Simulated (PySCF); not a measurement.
Some computed properties have been withheld. Give your best values.

Species: tropyl radical, C7H7 (doublet state).
SMILES: `[CH]1C=CC=CC=C1`

```tsv
property	level	value
point group	PBE0-D3(BJ)/def2-SVP	?
rotational constants A, B, C	PBE0-D3(BJ)/def2-SVP	?
dipole moment	PBE0-D3(BJ)/def2-SVP	?
isotropic g value	unrestricted B3LYP/IGLO-III on C, pcH-1 on H, mean-field spin–orbit	2.00262
spin squared ⟨S²⟩	unrestricted B3LYP/IGLO-III on C, pcH-1 on H	?
largest isotropic hyperfine couplings (means over sets of like nuclei)	unrestricted B3LYP/IGLO-III on C, pcH-1 on H	?
```

The electronic properties come from PySCF, for the isolated species, density fitting. Geometry: PBE0-D3(BJ)/def2-SVP; no solvent or vibrations. The unpaired spin is shared among atoms: the largest Mulliken spin population is 0.47. Couplings of like nuclei are plain means over topologically equivalent atoms, as if these changed places fast (by rotation of a methyl-like group, say); in this geometry the members of some sets differ.

(1) Give the point group.

(2) Give the largest isotropic hyperfine couplings (means over sets of like nuclei).

(3) Give the dipole moment.

(4) Give the rotational constants A, B, C.

(5) What is the spin squared ⟨S²⟩?

Answers

(1) C2v.

(2) 1H -12.0 (×7), 13C +3.6 (×7) MHz.

(3) 0.04 D.

(4) 3.718, 3.713, 1.858 GHz.

(5) 0.772.

With B = h/(8π²I), that is 505.379 GHz u Å² over I, the principal moments of inertia are 135.9, 136.1 and 272.0 u Å² (most abundant isotopes); the inertial defect Ic − Ia − Ib is 0.0 u Å² (zero for a rigid planar frame, negative otherwise). ⟨S²⟩ is 0.022 above the pure-spin value S(S + 1) = 0.75. The rotational constants make it an asymmetric top with κ = (2B − A − C)/(A − C) = 0.99, nearer the oblate limit (+1). g_iso is shifted by about +300 ppm from the free-electron value 2.002319. At 9.50 GHz, hν = g·μB·B₀ (B₀ the magnetic field) puts the centre of the isotropic spectrum, to first order, at 338.9 mT.

For the geometry optimisation (PBE0-D3(BJ)/def2-SVP), the run took 84 s wall on one thread of an Arm Neoverse N1, no GPU, shared host.
